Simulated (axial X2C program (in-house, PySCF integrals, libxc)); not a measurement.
# Linear OPO²⁺ at several levels

An exercise on one series of results from a longer session: the logs are not shown, and one member is left open.

The runs use an in-house X2C program for linear molecules on PySCF integrals; all-electron X2C, two-component (2c) or spin-free, O dyall-av3z, P dyall-v3z.

All values are calculated.

2 further runs of the same task are left out: 2 set aside as unsound or not needed.

The first run:

File task.json:

```json
{"zs": [8, 15, 8], "q": 2, "bas": ["dyall-av3z", "dyall-v3z", "dyall-av3z"], "r0": [1.59, 1.59], "symm": 1, "scan": ["PBE0", "HF", "TPSSh"], "levels": ["PBE0", "HF", "PBE"], "nst": 2}
```

Keys: zs atomic numbers; q charge; bas basis sets; r0 starting distance in Å; symm equal bonds; scan levels of the two-bond scan; levels methods; nst determinants followed.

Started as:

```
$ python solin.py task.json out
```

Masses O 15.995, P 30.974, O 15.995 u.

Steps of the session up to this table: Scan at PBE0, 2c; Scan at TPSSh, 2c; Scan at PBE0, spin-free.

One of the session's tables, all rows but one given; the rest of the session is left out.

```
           level  lower stretch (cm⁻¹)  upper stretch (cm⁻¹)
        PBE0, 2c                 594.2                 956.7
       TPSSh, 2c                     ?                     ?
 PBE0, spin-free                 599.0                 956.5
TPSSh, spin-free                 864.0                 934.0
```

**Question.** Estimate the row for TPSSh, 2c.

The run gave: lower stretch (cm⁻¹): 862.9; upper stretch (cm⁻¹): 934.1. In the column «lower stretch (cm⁻¹)» it lies between PBE0, spin-free (599.0) and TPSSh, spin-free (864.0).

Scans not shown above were run alike.

Limits of these values: A multiply charged ion may be only metastable. The molecule was held linear; bending was not examined, so a bent shape may lie lower. Note: functional without a current term on a determinant with orbital currents, of the molecule or an atom.
